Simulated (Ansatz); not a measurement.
Relaxation of ClH₂MgN (5 atoms, charge 0, multiplicity 1), to a largest force component of 0.02 eV/Å in at most 40 steps.

Theory: RKS PBE0-D4/cc-pVDZ (Ansatz 0.2.0).

```xyz
5
Properties=species:S:1:pos:R:3
N -0.973 0.531 -0.297
Mg 0.513 -0.577 0.496
Cl 2.237 -1.884 1.402
H -0.611 1.576 -0.317
H -1.117 0.281 -1.325
```

Problem. Where does it end, and by what steps?

Solution. It converged. After 6 steps the energy has fallen by 0.411 eV; N1 moved furthest, 0.38 Å.

| step | energy less start (eV) | largest force component (eV/Å) | accepted |
| --- | --- | --- | --- |
| 0 | 0.0000 | 2.432 | yes |
| 1 | -0.3021 | 0.848 | yes |
| 2 | -0.3578 | 0.298 | yes |
| 3 | -0.4030 | 0.175 | yes |
| 4 | -0.4105 | 0.139 | yes |
| 5 | -0.4111 | 0.040 | yes |
| 6 | -0.4112 | 0.002 | yes |

```xyz
5
Properties=species:S:1:pos:R:3
N -0.618 0.544 -0.444
Mg 0.625 -0.563 0.419
Cl 2.084 -1.861 1.432
H -0.793 1.527 -0.251
H -1.248 0.279 -1.197
```

The run took 11 s on 1 thread of Intel(R) Xeon(R) Platinum 8488C (Sapphire Rapids), on a shared host, peak memory 0.16 GiB.
